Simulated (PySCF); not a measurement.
## Rotational lines of MgB⁺

Lines J+1 ← J of the vibrational ground state, computed from RHF-CCSD(T) constants of MgB⁺, ¹Σ⁺ (singlet), closed shell (basis Mg def2-SVPD, B def2-SVPD; no relativity; PySCF 2.14; masses 23.9850 and 11.0093 u), in MHz:

| J | ν (MHz) |
| --- | --- |
| 0 | 19529.5 |
| 1 | 39058.0 |
| 2 | 58584.6 |
| 3 | 78108.1 |
| 4 | 97627.7 |

(1) Find B0 and the effective bond length r0; with αe = 0.00354 cm⁻¹, find Re.

Correlated steps freeze 2 core orbitals. Correlated levels converge slowly with the basis: in double zeta they bind strong bonds too weakly, by up to about 1 eV, and carry superposition errors of some tenths. For an ion De counts to the pair picked by the measured ionisation energies or electron affinities, which need not be the lowest pair at this level. Where the molecule has an RHF reference, its open-shell atoms are computed with UHF. The CCSD T1 diagnostic is raised, a sign that a single reference may not be enough here.

Results:

(1) ν = 2B0(J+1) − 4D(J+1)³ gives B0 = 0.32572 cm⁻¹. With the reduced mass μred = 7.5458 u, r0 = √(16.8576/(μred·B0)) (u, cm⁻¹, Å) = 2.6189 Å. Be = B0 + αe/2 = 0.32749 cm⁻¹ gives Re = 2.612 Å.
